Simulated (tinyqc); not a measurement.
Ways to converge the cycle: SCF convergence aids in the sto-6g basis, for LiH, spin multiplicity 3. Computed by the program tinyqc with PySCF. 

Geometry (angstrom):
```
atom,x,y,z
Li,0.0000,0.0000,0.0000
H,0.0000,0.0000,2.6630
```

lowest solution found by these runs and by PySCF with stability checks = -7.866893 hartree

UHF with one setting changed at a time; a run stops when the energy changes by less than 1e-09 hartree and the error matrix is below 1e-5. The start is the Wolfsberg-Helmholz matrix. Damping d keeps d of the old density; a shift (hartree) raises the virtual levels; DIIS n extrapolates F over n matrices.

Largest element of the error matrix X^T (FDS - SDF) X:
```
iteration,plain,damping 0.3,damping 0.6,shift 0.4,DIIS 3,DIIS 8
1,1.8e-01,1.8e-01,1.8e-01,1.8e-01,1.8e-01,1.8e-01
2,6.7e-02,1.0e-01,1.4e-01,1.2e-01,6.7e-02,6.7e-02
3,2.3e-02,5.5e-02,1.0e-01,7.1e-02,7.0e-03,7.0e-03
4,8.2e-03,3.0e-02,7.5e-02,4.1e-02,3.6e-04,3.6e-04
5,3.0e-03,1.6e-02,5.5e-02,2.4e-02,4.0e-05,5.2e-05
6,1.2e-03,8.9e-03,4.1e-02,1.4e-02,8.1e-06,1.1e-06
8,1.8e-04,2.7e-03,2.2e-02,4.8e-03,-,-
10,2.9e-05,8.4e-04,1.2e-02,2.0e-03,-,-
14,-,9.0e-05,3.7e-03,3.3e-04,-,-
20,-,3.3e-06,6.3e-04,2.2e-05,-,-
30,-,-,3.6e-05,-,-,-
```

How each run ends:
```
run,iterations,E (hartree),state
plain,12,-7.79613,higher
damping 0.3,20,-7.79613,higher
damping 0.6,39,-7.79613,higher
shift 0.4,22,-7.79613,higher
DIIS 3,7,-7.79613,higher
DIIS 8,7,-7.79613,higher
```

No run reaches the lowest solution found. Ending on a higher stationary point: plain, damping 0.3, damping 0.6, shift 0.4, DIIS 3, DIIS 8; a small error matrix cannot reveal that, and an occupation fixed by the start is kept by symmetry or by the shape of the basin. Plain steps already contract here, so damping only slows them. DIIS 3 and DIIS 8 gain by cancelling the error over several earlier matrices, much as a quasi-Newton step does.
